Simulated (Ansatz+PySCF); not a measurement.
A calculation with PySCF 2.14.0.

```python
from pyscf import gto, scf, cc

mol = gto.M(atom="""
C 0.000000 0.000000 0.000000
C 0.000000 0.000000 1.230000
""", basis='sto-3g', charge=0, spin=0)
mf = scf.UHF(mol)
mf.kernel()
mycc = cc.CCSD(mf, frozen=2).run()
et = mycc.ccsd_t()
print(mf.e_tot, mycc.e_corr, et, mycc.e_tot + et)
```

The script is written out from the run's settings.

Results

```json
{"Converged": "yes", "Reference energy": "-74.42218 hartree", "CCSD correlation energy": "-0.25085 hartree", "Triples correction": "-0.01292 hartree", "Total energy": "-74.68595 hartree", "Spin squared of the determinant": "0.000"}
```

The reference isn't the lowest determinant (another lies 3.65 eV lower), but the same method gives a higher total on the lower determinant. Caution: large amplitudes, a single reference is doubtful.
